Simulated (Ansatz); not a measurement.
System: solid iodine. Method: PBE-D3(BJ) (Ansatz, a quantum-chemistry and plane-wave program, PAW).

Run with plane-wave cutoff 520 eV, 8×8×4 k mesh (along the axes of the cell as run), Fermi–Dirac smearing 0.01 eV, scalar-relativistic PAW data made under PBE.

The cell is scaled about its equilibrium volume:

Shape and atoms are relaxed at each volume.

| V (Å³/atom) | P (GPa) | direct gap at Γ (eV) | smallest gap on the k mesh (eV) | c (Å) |
|---|---|---|---|---|
| 38.149 | 0.56 | 1.172 | 0.784 | 9.611 |
| 38.944 | 0.26 | 1.159 | 0.814 | 9.633 |
| 39.739 | 0.00 | 1.147 | 0.842 | 9.654 |
| 40.534 | -0.22 | 1.136 | 0.870 | 9.675 |
| 41.328 | -0.40 | 1.126 | 0.896 | 9.696 |

The fundamental gap (0.84 eV at the equilibrium volume, with added k points) lies elsewhere than Γ–Γ.

Note: the bulk modulus comes from volumes at which shape and atoms were relaxed.

Spin–orbit coupling is not included; with these elements it can move the gap by several tenths of an eV or more.
